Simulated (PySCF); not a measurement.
# C4H7Cl ((Chloromethyl)cyclopropane): the cost of one run

The runs use PySCF 2.14.0, with density-fitted response routines of our own; the level of theory stands in each step. All values are computed, except where a source is named. Atoms count from 0, in the outputs and in this text.

## (1) Starting geometry

12 atoms, charge 0, multiplicity 1; geometry from: MMFF94s.

Bonds of the start (Å): Cl0–C1 1.78, C1–C2 1.49, C2–C3 1.51, C3–C4 1.50, C4–C2 1.51, C1–H5 1.09, C1–H6 1.09, C2–H7 1.09, C3–H8 1.08, C3–H9 1.08, C4–H10 1.08, C4–H11 1.08.

## (2) Optimising the geometry at PBE0-D3(BJ)/def2-SVP

The job: settings as JSON, then the geometry in Å.

```
{"job": {"xc": "PBE0", "basis": "def2-SVP", "d3": "d3bj", "grid": 1, "kind": "geom"}, "charge": 0, "multiplicity": 1}
Cl     2.520189     0.572388    -0.903553
C      1.402034    -0.326564     0.142539
C      0.029748    -0.264436    -0.443651
C     -0.870188     0.917790    -0.184140
C     -1.181884    -0.413494     0.441993
H      1.447967     0.114220     1.143087
H      1.748605    -1.362411     0.199181
H     -0.014281    -0.728574    -1.423587
H     -0.511460     1.713609     0.459156
H     -1.500387     1.259962    -0.997665
H     -2.028751    -0.969103     0.054219
H     -1.041591    -0.513388     1.512420
```

Started as:

```sh
OMP_NUM_THREADS=1 python probes_run.py task.json out
```

This one command runs all jobs of the session in turn.

Q: Estimate the wall time and peak memory of this first job on 1 thread of Arm Neoverse V1, shared host.

About 31 s, with a peak of 0.44 GiB.
